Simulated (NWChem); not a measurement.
Correlation energy of P (+1)

```xyz
1

P      0.0000     0.0000     0.0000
```
Charge +1, spin multiplicity 3.

Everything below was run with NWChem.

Basis set: cc-pVTZ. Each correlation energy counts from its own Hartree-Fock reference.

The correlated methods keep 5 core orbitals frozen. No SCF solution was tested for a lower state. Open-shell Hartree-Fock references start from PBE0 orbitals. Coupled-cluster values serve here as a point of comparison, not as the truth.

Problem. For the correlation energy, URI-MP2 gives -62.4 mHa and UMP2 gives -62.4 mHa. What do SCS-UMP2, CCSD on ROHF, CCSD[T] on ROHF give?

Solution. SCS-UMP2: -65.8 mHa; CCSD on ROHF: -87.3 mHa; CCSD[T] on ROHF: -89.9 mHa.
